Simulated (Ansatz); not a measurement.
One change: `O[SiH2]S` becomes `[AlH2][SiH2]S`.

Ansatz, PBE0-D4/def2-TZVP geometries, multiplicity 1. Each molecule was computed in one conformer, which needn't be the lowest.

```csv
property,`O[SiH2]S`
HOMO–LUMO gap (B3LYP/def2-TZVPP) / eV,7.42
HOMO energy (B3LYP/def2-TZVPP) / eV,-7.44
zero-point energy (PBE0-D4/def2-TZVP) / kJ/mol,107.9
size of the dipole moment (ωB97M-V/def2-TZVPP) / D,0.83
size of the dipole moment (PBE/def2-TZVPP) / D,0.85
size of the dipole moment (B3LYP/def2-TZVPP) / D,0.81
```

Q: What does the change do to each property? (Best estimate.)

A: The calculation gave: 
```tsv
property	`[AlH2][SiH2]S`	shift
HOMO–LUMO gap (B3LYP/def2-TZVPP) / eV	4.74	-2.68
HOMO energy (B3LYP/def2-TZVPP) / eV	-7.12	0.32
zero-point energy (PBE0-D4/def2-TZVP) / kJ/mol	103.8	-4.1
size of the dipole moment (ωB97M-V/def2-TZVPP) / D	0.88	0.05
size of the dipole moment (PBE/def2-TZVPP) / D	0.83	-0.02
size of the dipole moment (B3LYP/def2-TZVPP) / D	0.88	0.07
```

With PBE0 the HOMO rises by 0.33 eV and the LUMO falls by 2.45 eV, so the gap narrows by about 2.78 eV. PBE moves the HOMO by 0.30 eV and ωB97M-V by 0.36 eV. The zero-point energy changes by -4.1 kJ/mol with +3 modes. Dipoles are sizes alone; their direction can turn.

B3LYP here is the variant with VWN-RPA as its local correlation; programs differ in this.
